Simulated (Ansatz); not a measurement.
Results of LDA (Ansatz, a quantum-chemistry and plane-wave program, plane waves, PAW) for SnBr₂ (Pnma, No. 62; cell taken from a computed entry).

Run with plane-wave cutoff 500 eV, 6×10×4 k mesh (along the axes of the cell as run), gaussian smearing 0.02 eV, scalar-relativistic PAW data made under PBE.

Cell (relaxed at this level):

```
CELL_PARAMETERS angstrom
      7.96866     0.00000     0.00000
      0.00000     4.10119     0.00000
      0.00000     0.00000    10.40251
ATOMIC_POSITIONS crystal
  Sn 0.35277 0.25000 0.66129
  Sn 0.64723 0.75000 0.33871
  Sn 0.14723 0.75000 0.16129
  Sn 0.85277 0.25000 0.83871
  Br 0.67592 0.25000 0.54965
  Br 0.32408 0.75000 0.45035
  Br 0.82408 0.75000 0.04965
  Br 0.17592 0.25000 0.95035
  Br 0.98255 0.25000 0.31048
  Br 0.01745 0.75000 0.68952
  Br 0.51745 0.75000 0.81048
  Br 0.48255 0.25000 0.18952
```

Q: Estimate the band gap that the calculation returns.

A: 
- band gap = 2.01 eV (on the SCF k mesh)

Note: the relaxation could not lower the start's symmetry, so the cell can be a saddle point above a distorted one.

Spin–orbit coupling is not included.

Static lattice: no zero-point or thermal effects.

Computing time: very roughly 16 core-minutes.
